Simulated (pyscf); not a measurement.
One insertion on the singlet surface with elements of a group swapped. CCSD(T)/def2-TZVPP + ΔMP2(QZVPP), kJ/mol, from the separated reactants. Single points on ωB97X-D3(BJ)/def2-SVP structures (PySCF, gas phase). Correlated levels are frozen-core, on RHF or UHF. ΔMP2 is the change of the MP2 total energy from the triple- to the quadruple-zeta basis.

| step | barrier | reaction energy | imaginary mode (i cm⁻¹) |
|---|---|---|---|
| `[Cl][Sn][Cl]` [singlet] + `[FH]` → `[F][SnH]([Cl])[Cl]` | 183.1 | -8.3 | 1348 |
| `[ClH]` + `[Cl][Ge][Cl]` [singlet] -> `[Cl][GeH]([Cl])[Cl]` | 110.6 | -116.0 | 1254 |
| `[ClH]` + `[Cl][Sn][Cl]` [singlet] -> `[Cl][SnH]([Cl])[Cl]` | 143.1 | -44.0 | 1258 |
| `[F][Sn][F]` [singlet] + `[ClH]` -> `[F][SnH]([F])[Cl]` | 166.5 | -26.7 | 1259 |
| `[ClH]` + `[F][Sn][Cl]` [singlet] -> `[F][SnH]([Cl])[Cl]` | [?] | [?] | 1259 |

Task: Some entries are withheld; supply them.

Result: 
- `[ClH]` + `[F][Sn][Cl]` [singlet] -> `[F][SnH]([Cl])[Cl]`, barrier: 153.4
- `[ClH]` + `[F][Sn][Cl]` [singlet] -> `[F][SnH]([Cl])[Cl]`, reaction energy: -36.7

Row 1: On the reactant side the descent ends in a complex (not fully relaxed), 21.1 kJ/mol under the separated species and 198.5 kJ/mol under the saddle at ωB97X-D3(BJ)/def2-TZVP. Row 2: On the reactant side the descent ends in a complex, 19.8 kJ/mol under the separated species and 129.7 kJ/mol under the saddle at ωB97X-D3(BJ)/def2-TZVP. Row 3: On the reactant side the descent ends in a complex (not fully relaxed), 24.7 kJ/mol under the separated species and 167.2 kJ/mol under the saddle at ωB97X-D3(BJ)/def2-TZVP. Row 4: On the reactant side the descent ends in a complex (not fully relaxed), 23.9 kJ/mol under the separated species and 183.2 kJ/mol under the saddle at ωB97X-D3(BJ)/def2-TZVP. Row 5: On the reactant side the descent ends in a complex (not fully relaxed), 25.1 kJ/mol under the separated species and 174.8 kJ/mol under the saddle at ωB97X-D3(BJ)/def2-TZVP. Each row is the saddle that its search found. The CCSD(T) − MP2 part came from Ansatz, without density fitting, on the same reference. The frozen core leaves the outer d or s,p core shells of the metals and heavy elements correlated in the MP2 and CC values, and def2-TZVPP describes them poorly, which can shift differences by a few kcal/mol. Elements up to Kr have no core potential and no relativistic terms here. Elements past Kr carry the def2 core potentials, without spin-orbit coupling.
